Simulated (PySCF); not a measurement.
## Where the electron goes

Compound: C₆H₁₀.
Z-matrix (Å and degrees, PBE0-D3(BJ)/def2-SVP geometry), rows numbered from 1:
```
C 
C   1  1.4913
C   2  1.3475  1  127.72
C   3  1.4520  2  126.49  1     0.01
C   4  1.3475  3  126.56  2  -179.97
C   5  1.4913  4  127.76  3    -0.00
H   1  1.0981  2  113.25  3     0.01
H   1  1.1034  2  110.80  3   121.23
H   1  1.1034  2  110.80  3  -121.22
H   2  1.0964  1  115.35  3   179.99
H   3  1.0943  2  116.78  1   179.99
H   4  1.0943  3  116.69  2     0.02
H   5  1.0964  4  116.91  3   179.98
H   6  1.0981  5  113.25  4    -0.04
H   6  1.1034  5  110.80  4   121.19
H   6  1.1034  5  110.80  4  -121.27
```

Computed, not measured: PySCF 2.14.0, density-fitted response routines, TDDFT PBE0/def2-SVPD, vertical, gas phase, core orbitals frozen in the response.

Kohn–Sham orbitals with the atoms that hold most of them (Löwdin shares over 4%, at most four atoms; ? is withheld):

| orbital | ε (eV) | atoms |
| --- | --- | --- |
| HOMO-3 | -10.30 | C4 13%, C3 12%, C5 12%, C2 11% |
| HOMO-2 | -9.10 | C4 15%, C3 15%, C5 10%, C2 10% |
| HOMO-1 | -8.71 | ? |
| HOMO | ? | C5 23%, C2 23%, C4 17%, C3 17% |
| LUMO | -0.58 | ? |
| LUMO+1 | 0.94 | C6 14%, C1 14%, C5 10%, C2 10% |
| LUMO+2 | 1.19 | C1 13%, C6 13%, H11 11%, H12 11% |

**Question.** Which atoms hold the HOMO-1, and with what shares?

**Answer.** C3 (bonded to 2 C and H) 26%; C4 (bonded to 2 C and H) 26%; C2 (bonded to 2 C and H) 13%; C5 (bonded to 2 C and H) 13%.

**Question.** Give the leading atoms of the LUMO.

**Answer.** C2 (bonded to 2 C and H) 24%; C5 (bonded to 2 C and H) 24%; C3 (bonded to 2 C and H) 15%; C4 (bonded to 2 C and H) 15%.

**Question.** What is the HOMO energy, and the HOMO–LUMO gap?

**Answer.** ε(HOMO) = -6.20 eV; the gap is 5.63 eV (0.2068 hartree).

**Question.** How does S1 compare with the orbital gap of 5.63 eV?

**Answer.** S1 is at 5.49 eV (f = 0.790), 0.14 eV below the gap, made of HOMO→LUMO (98%). Without the coupling terms of the response equations the lowest excitation would equal the gap.

**Question.** One configuration dominates each of S1, S2 and S6. Which, and how do the shares of the two leading atoms of either orbital change from the occupied to the empty one?

**Answer.** 
- S1 (5.49 eV, f 0.790), HOMO→LUMO (98%): C5 23% → 24%, C2 23% → 24%
- S2 (6.05 eV, f 0.0000), HOMO→LUMO+1 (98%): C5 23% → 10%, C2 23% → 10%, C6 at most 18% → 14%, C1 at most 18% → 14%
- S6 (6.90 eV, f 0.0010), HOMO-2→LUMO (99%): C4 15% → 15%, C3 15% → 15%, C2 10% → 24%, C5 10% → 24%

Rough CPU time on one thread of a shared machine: about 30 s.

One conformer stands for the species.
